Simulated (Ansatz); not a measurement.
A made-up structure of CH$_{5}$OSi (charge +1), singlet:

```
8
angstrom
O 0.1797 0.5313 0.3253
C -0.7472 1.0272 -0.7082
Si 0.6030 -1.1206 0.5121
H -0.4160 0.9820 -1.7141
H -1.7708 0.7748 -0.5977
H 0.4827 1.2918 0.8456
H 1.5418 -1.4586 1.5893
H 0.0343 -2.1396 -0.3869
```

It is relaxed with PBE-D4/def2-SVP and then PBE0-D4/def2-TZVP (Ansatz 0.2.0). Atoms count as bonded within 1.22 times the sum of their covalent radii (H–H: 0.88 Å). The end point is not checked to be a true minimum.

(1) Does its bonding change? (Judge from chemistry; the calculation decides.)

## Answers

(1) The calculation gives: Yes. Formed: C2–H8; broken: Si3–H8.

Where it ends: The first stage lowers the energy by 4.23 eV in 31 steps. It ends as CH₅OSi ([CH3][OH][SiH]), total charge +1:
O1  (-0.145, 0.074, 0.702)
C2  (-0.536, 0.193, -0.723)
Si3  (1.343, -0.561, 1.527)
H4  (0.303, -0.200, -1.288)
H5  (-0.700, 1.248, -0.931)
H6  (-0.844, 0.408, 1.286)
H7  (1.920, -0.870, 0.162)
H8  (-1.433, -0.403, -0.869)
(Å)

Labels in which every atom is bracketed show which atoms are joined, not bond orders.

For scale, one of the runs: PBE0-D4/def2-TZVP relaxation, 129 basis functions, launched by `ansatz run in.yaml --threads 2 --pin off --events-out ev --progress --plain --max-ram 4352MiB`. Hardware: 2 CPU threads of an Intel Xeon Platinum 8259CL, shared host. Wall time about 29 s.
